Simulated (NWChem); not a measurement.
Everything below was run with NWChem. System: CH$_{4}$, charge 0, spin multiplicity 1, displaced from the optimised geometry. Level: CCSD(T)/cc-pVDZ, 1 core orbitals frozen, spin-restricted.

The NWChem input:

```
start mol
memory heap 100 mb stack 700 mb global 1900 mb
geometry units angstroms nocenter noautoz noautosym
  C      0.000000     0.000000    -0.000000
  H      0.000000     0.896585     0.633980
  H      0.000000    -1.120732     0.792474
  H     -0.896586     0.000000    -0.633979
  H      0.896586     0.000000    -0.633979
end
basis spherical
  * library cc-pvdz
end
scf
  rhf
  nopen 0
  maxiter 100
  thresh 1e-7
  semidirect memsize 60000000 filesize 0
end
ccsd
  freeze core 1
  maxiter 60
end
task ccsd(t) energy
```

Output (cleaned and shortened):

```
             Northwest Computational Chemistry Package (NWChem) 7.3.0
             --------------------------------------------------------

                                NWChem Input Module
                                -------------------

 Scaling coordinates for geometry "geometry" by  1.889725989
 (inverse scale =  0.529177249)

                             Geometry "geometry" -> ""
                             -------------------------

 Output coordinates in angstroms (scale by  1.889725989 to convert to a.u.)

  No.       Tag          Charge          X              Y              Z
 ---- ---------------- ---------- -------------- -------------- --------------
    1 C                    6.0000     0.00000000     0.00000000     0.00000000
    2 H                    1.0000     0.00000000     0.89658500     0.63398000
    3 H                    1.0000     0.00000000    -1.12073200     0.79247400
    4 H                    1.0000    -0.89658600     0.00000000    -0.63397900
    5 H                    1.0000     0.89658600     0.00000000    -0.63397900

 Effective nuclear repulsion energy (a.u.)      12.6573640269

            Nuclear Dipole moment (a.u.)
            ----------------------------
        X                 Y               Z
 ---------------- ---------------- ----------------
     0.0000000000    -0.4235764112     0.2995140103


 Summary of "ao basis" -> "" (spherical)
 ------------------------------------------------------------------------------
       Tag                 Description            Shells   Functions and Types
 ---------------- ------------------------------  ------  ---------------------
 *                          cc-pvdz                   on all atoms

 Summary of "ao basis" -> "ao basis" (spherical)
 ------------------------------------------------------------------------------
       Tag                 Description            Shells   Functions and Types
 ---------------- ------------------------------  ------  ---------------------
 C                          cc-pvdz                  6       14   3s2p1d
 H                          cc-pvdz                  3        5   2s1p

                                 NWChem SCF Module
                                 -----------------

  ao basis        = "ao basis"
  functions       =    34
  atoms           =     5
  closed shells   =     5
  open shells     =     0
  charge          =   0.00
  wavefunction    = RHF
  use symmetry    = F
  symmetry adapt  = F

 Summary of "ao basis" -> "ao basis" (spherical)
 ------------------------------------------------------------------------------
       Tag                 Description            Shells   Functions and Types
 ---------------- ------------------------------  ------  ---------------------
 C                          cc-pvdz                  6       14   3s2p1d
 H                          cc-pvdz                  3        5   2s1p

 Forming initial guess at       0.0s

      Superposition of Atomic Density Guess
      -------------------------------------

 Sum of atomic energies:         -39.66326211

      Non-variational initial energy
      ------------------------------

 Total energy =     -40.048467
 1-e energy   =     -76.921179
 2-e energy   =      24.215348
 HOMO         =      -0.439606
 LUMO         =       0.077641

 Starting SCF solution at       0.1s

 ----------------------------------------------
         Quadratically convergent ROHF

 Convergence threshold     :          1.000E-07
 Maximum no. of iterations :          100
[...]
   9     -0.1895976568 -3.612D-09  2.520D-07     0.26     0.00     0.26
                  *************converged*************
-------------------------------------------------------------------------

 -----------
 CCSD Energy
 -----------
 Reference energy:             -40.165734128399187
 CCSD corr. energy:             -0.189597656784435
 Total CCSD energy:            -40.355331785183623

 --------------------------------
 Spin Component Scaled (SCS) CCSD
 --------------------------------
 Same spin contribution:                 -0.028486378866135
 Same spin scaling factor:                1.130000000000000
 Opposite spin contribution:             -0.161111277918301
 Opposite spin scaling fact.:             1.270000000000000
 SCS-CCSD correlation energy:            -0.236800931074974
 Total SCS-CCSD energy:                 -40.402535059474161
 memory            104854396

*********triples calculation*********

nkpass=    1; nvpass=    1; memdrv=          23316; memtrn=         439903; memavail=      104854268
 memory available/node                      104854268
 total number of virtual orbitals        29
 number of virtuals per integral pass    29
 number of integral evaluations           1
 number of occupied per triples pass      4
 number of triples passes                 1

 commencing integral evaluation        1 at           2.74
  symmetry use  F
task         2 out of       171 done   1%  at       0.0 secs
task         9 out of       171 done   5%  at       0.0 secs
task        18 out of       171 done  10%  at       0.1 secs
task        26 out of       171 done  15%  at       0.1 secs
task        35 out of       171 done  20%  at       0.1 secs
task        43 out of       171 done  25%  at       0.1 secs
task        52 out of       171 done  30%  at       0.2 secs
task        60 out of       171 done  35%  at       0.2 secs
task        69 out of       171 done  40%  at       0.2 secs
task        77 out of       171 done  45%  at       0.2 secs
task        86 out of       171 done  50%  at       0.3 secs
task        95 out of       171 done  55%  at       0.3 secs
task       103 out of       171 done  60%  at       0.3 secs
task       112 out of       171 done  65%  at       0.3 secs
task       120 out of       171 done  70%  at       0.3 secs
task       129 out of       171 done  75%  at       0.3 secs
task       137 out of       171 done  80%  at       0.3 secs
task       146 out of       171 done  85%  at       0.4 secs
task       154 out of       171 done  90%  at       0.4 secs
task       163 out of       171 done  95%  at       0.4 secs
task       171 out of       171 done 100%  at       0.4 secs
 commencing triples evaluation - blocking       1
 ccsd(t): done        1 out of       29 progress:    3.4%
 ccsd(t): done        2 out of       29 progress:    6.9%
 ccsd(t): done        3 out of       29 progress:   10.3%
 ccsd(t): done        4 out of       29 progress:   13.8%
 ccsd(t): done        5 out of       29 progress:   17.2%
 ccsd(t): done        6 out of       29 progress:   20.7%
 ccsd(t): done        7 out of       29 progress:   24.1%
 ccsd(t): done        8 out of       29 progress:   27.6%
 ccsd(t): done        9 out of       29 progress:   31.0%
 ccsd(t): done       10 out of       29 progress:   34.5%
 ccsd(t): done       11 out of       29 progress:   37.9%
 ccsd(t): done       12 out of       29 progress:   41.4%
 ccsd(t): done       13 out of       29 progress:   44.8%
 ccsd(t): done       14 out of       29 progress:   48.3%
 ccsd(t): done       15 out of       29 progress:   51.7%
 ccsd(t): done       16 out of       29 progress:   55.2%
 ccsd(t): done       17 out of       29 progress:   58.6%
 ccsd(t): done       18 out of       29 progress:   62.1%
 ccsd(t): done       19 out of       29 progress:   65.5%
 ccsd(t): done       20 out of       29 progress:   69.0%
 ccsd(t): done       21 out of       29 progress:   72.4%
 ccsd(t): done       22 out of       29 progress:   75.9%
 ccsd(t): done       23 out of       29 progress:   79.3%
 ccsd(t): done       24 out of       29 progress:   82.8%
 ccsd(t): done       25 out of       29 progress:   86.2%
 ccsd(t): done       26 out of       29 progress:   89.7%
 ccsd(t): done       27 out of       29 progress:   93.1%
 ccsd(t): done       28 out of       29 progress:   96.6%
 ccsd(t): done       29 out of       29 progress:  100.0%
 Time for integral evaluation pass     1        0.40
 Time for triples evaluation pass      1        0.06

 pseudo-e(mp4)  -0.43811134176612E-02
 pseudo-e(mp5)   0.15032909647138E-03
        e(t)    -0.42307843211899E-02

 --------------
 CCSD(T) Energy
 --------------
 Reference energy:                     -40.165734128399187

 CCSD corr. energy:                     -0.189597656784435
 T(CCSD) corr. energy:                  -0.004381113417661
 Total CCSD+T(CCSD) energy:            -40.359712898601281

 CCSD corr. energy:                     -0.189597656784435
 (T) corr. energy:                      -0.004230784321190
 Total CCSD(T) energy:                 -40.359562569504810

 routine      calls  cpu(0)   cpu-min  cpu-ave  cpu-max   i/o
 aoccsd          1     0.00     0.00     0.00     0.00    0.00
 iterdrv         1     0.00     0.00     0.00     0.00    0.00
 pampt           9     0.01     0.01     0.01     0.01    0.00
 t2pm            9     0.01     0.01     0.01     0.01    0.00
 sxy             9     0.05     0.05     0.05     0.05    0.00
 ints       263169     2.15     2.15     2.15     2.15    0.00
 t2eri        1539     0.12     0.12     0.12     0.12    0.00
 idx2         1539     0.05     0.05     0.05     0.05    0.00
 idx34           9     0.00     0.00     0.00     0.00    0.00
 ht2pm           9     0.02     0.02     0.02     0.02    0.00
 itm             9     0.05     0.05     0.05     0.05    0.00
 pdiis           9     0.00     0.00     0.00     0.00    0.00
 triples         1     0.00     0.00     0.00     0.00    0.00
 rdtrpo          1     0.00     0.00     0.00     0.00    0.00
 trpmos          1     0.40     0.40     0.40     0.40    0.00
 trpdrv          1     0.01     0.01     0.01     0.01    0.00
 dovvv        2320     0.02     0.02     0.02     0.02    0.00
 doooo        2320     0.01     0.01     0.01     0.01    0.00
 tengy        1856     0.02     0.02     0.02     0.02    0.00
 Total                 2.92     2.92     2.92     2.92    0.00

 Task  times  cpu:        3.3s     wall:        3.3s

 Total times  cpu:        3.4s     wall:        3.4s
```
